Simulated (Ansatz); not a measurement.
# C2HNa (SMILES C#[C][Na]): functionals against CCSD(T) at one geometry

The task here is to estimate one member of a computed series from the others.

Computed with Ansatz 0.2.0, Gaussian basis. Level: single points in def2-TZVPP.

Correlated methods freeze the cores. The outer core shell of Li, Na, Mg and K is correlated.

## The starting structure

SMILES `C#[C][Na]`, 4 atoms, charge 0, spin multiplicity 1.

Atoms are counted from 1 here; the program's logs count them from 0.

Bond lengths: C1–C2 1.178 Å, C1–H4 1.033 Å, C2–Na3 2.101 Å. Angles: C2–C1–H4 179.5°, C1–C2–Na3 178.6°.

As a file:

```xyz
4

C    -0.06460    0.83120   -0.11920
C     0.03020   -0.33300    0.03360
Na    0.24040   -2.40180    0.33350
H    -0.14290    1.85370   -0.24640
```

The first run:

The input, run/in.yaml:

```yaml
crystal:
  periodic: [false, false, false]
  atoms:
    - {symbol: C, position_ang: [-0.064600, 0.831200, -0.119200]}
    - {symbol: C, position_ang: [0.030200, -0.333000, 0.033600]}
    - {symbol: Na, position_ang: [0.240400, -2.401800, 0.333500]}
    - {symbol: H, position_ang: [-0.142900, 1.853700, -0.246400]}
basis:
  gaussian: {orbitals: def2-TZVPP}
correlation: {method: ccsd_t}
output: {forces: true}
```

No record of the launch command was kept for these runs.

Among the steps run: CCSD(T)/def2-TZVPP; PBE0-D4/def2-TZVPP; wB97M-V/def2-TZVPP; r2SCAN-D4/def2-TZVPP; PBE-D4/def2-TZVPP; BLYP-D4/def2-TZVPP; LC-wPBE/def2-TZVPP.

One table of the session follows, with a row left open; its other results are not shown here.

| method | RMS force component (eV/Å) | angle to CCSD(T) forces (°) | dipole (D) |
| --- | --- | --- | --- |
| CCSD(T) | 2.045 | reference | 7.15 |
| PBE0-D4 | ? | ? | ? |
| wB97M-V | 1.442 | 5.1 | 7.04 |
| r2SCAN-D4 | 1.651 | 3.4 | 7.07 |
| PBE-D4 | 1.866 | 3.7 | 6.70 |
| BLYP-D4 | 1.798 | 2.6 | 6.65 |
| LC-wPBE | 1.254 | 10.0 | 7.18 |

**Question.** Estimate the row for PBE0-D4.

The run gave: RMS force component (eV/Å): 1.545; angle to CCSD(T) forces (°): 4.5; dipole (D): 7.00. In the column «RMS force component (eV/Å)» it lies between wB97M-V (1.442) and r2SCAN-D4 (1.651).
